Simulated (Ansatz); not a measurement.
# Rutile MnO2

Level of theory: PBEsol in Ansatz (plane waves, PAW).

Run with plane-wave cutoff 500 eV, 10×10×14 k mesh (along the axes of the cell as run), Fermi–Dirac smearing 0.05 eV, spin-polarised with opposed moments, scalar-relativistic PAW data made under PBE.

Cell (relaxed at this level):

MnO2 is modelled in the tetragonal space group P4₂/mnm (No. 136), the rutile structure, Pearson symbol tP6. Conventional cell: a = 4.371 Å, b = 4.371 Å, c = 2.828 Å, α = 90.00°, β = 90.00°, γ = 90.00°. Mn on 2a sees 6 O at 1.865–1.875 Å (octahedral). O on 4f is coordinated by 3 Mn at 1.865–1.875 Å (trigonal planar). (Neighbours: up to the widest gap in distance over summed covalent radii, below 1.35, at either atom; cation-cation and far metal-metal contacts left out.)

```json
{
  "magnetic moment (largest site, within a sphere)": "2.13 μB",
  "band_gap": "none"
}
```

Note: the collinear magnetic order is the start's and need not be the measured one.

Moments are spin moments.

Computed values are for the static lattice.

Ansatz is an electronic-structure program.
